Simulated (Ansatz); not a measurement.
C3H4FN (`NC=C=CF`). Charge 0, multiplicity 1.

```xyz
9

N     0.8000    1.2093   -1.0389
C     0.8201    0.1785   -0.1242
C    -0.2182   -0.3964    0.4337
C    -1.2177   -0.9172    1.0701
F    -1.8416   -2.0465    0.6633
H    -0.0822    1.3759   -1.4952
H     1.5899    1.2587   -1.6601
H     1.8196   -0.1326    0.1735
H    -1.6698   -0.5297    1.9778
```

(1) What are the harmonic wavenumbers in cm⁻¹ at PBE0-D4/def2-TZVP (Ansatz, finite differences of forces, unscaled)? (Estimate.)

(2) Is this a minimum?

(3) Give the ideal-gas thermochemistry at 298.15 K and 1 bar (rigid rotor, harmonic oscillator; point group C1, symmetry number 1).

(4) Rotational constants (cm⁻¹)?

Answers

(1) The calculation gave: 126, 171, 317, 436, 528, 588, 633, 841, 925, 961, 1104, 1198, 1267, 1347, 1523, 1653, 2079, 3150, 3184, 3595, 3705.

(2) Yes, all 21 modes are real.

(3) Zero-point energy 175.4 kJ/mol; H(298) − E = 192.5 kJ/mol; entropy 309.1 J/(mol·K), of which translation 162.4, rotation 106.4, vibration 40.3; G(298) − E = 100.3 kJ/mol.

(4) 0.818, 0.07304, 0.0715.
